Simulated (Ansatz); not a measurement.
water (SMILES O) moved off its minimum; all values from Ansatz (a program for electronic structure), cores frozen in correlated methods.
(charge 0, multiplicity 1)
```xyz
3

O      0.0209    -0.0248    -0.0614
H     -0.7632    -0.4790    -0.0701
H      0.8249    -0.5175     0.0335
```

```
level                largest force (eV/Å)  on atom  rms difference from CCSD(T)/aug-cc-pVTZ (eV/Å)  dipole (D)
-------------------  --------------------  -------  ----------------------------------------------  ----------
HF/def2-TZVPP                        3.27       O1                                           0.643        1.79
PBE/def2-TZVPP                       4.32       O1                                           0.190        1.68
r2SCAN/def2-TZVPP                    4.00       O1                                           0.065        1.71
B3LYP/def2-TZVPP                     3.98       O1                                           0.068        1.72
wB97M-V/def2-TZVPP                   3.95       O1                                           0.090        1.71
MP2/aug-cc-pVTZ                      4.10       O1                                           0.017        1.62
CCSD(T)/aug-cc-pVTZ                  4.12       O1                                           0.000        1.61
```

The differences count from one level among others, with limits of its own. Forces at CCSD(T)/aug-cc-pVTZ (eV/Å):

| atom | Fx | Fy | Fz |
|---|---|---|---|
| O1 | 2.435 | 3.321 | -0.145 |
| H2 | -2.241 | -2.382 | 0.073 |
| H3 | -0.194 | -0.938 | 0.072 |
